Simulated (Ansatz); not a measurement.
Basis-set extrapolation for C4H7FO, SMILES `C=COC(C)F` (PBE0-D4/def2-TZVP geometry, frozen core, Ansatz 0.2.0). Multiplicity 1, RHF reference.

```tsv
	def2-TZVPP	def2-QZVPP
HF	-329.960728	-329.975615
MP2 correlation	-1.148341	-1.234380
CCSD(T) correlation	-1.232856	not run
```

Energies in hartree. Use E(X) = E(∞) + A·exp(−7.88·√X) for Hartree–Fock and E(X) = E(∞) + B·X^(−2.97) for correlation, with X = 3 and 4, and add CCSD(T) minus MP2 of the smaller set to the MP2 limit.

Task: What is the CCSD(T) energy at the basis-set limit?

Result: HF limit: -329.975615 + (-0.014887) × 0.13774 = -329.97767. MP2 limit: -1.234380 + (-0.086039) × 0.74074 = -1.29811. Higher-order term: -1.232856 − (-1.148341) = -0.08451. Total: -331.36029 hartree, 437.7 kJ/mol below CCSD(T)/def2-TZVPP.
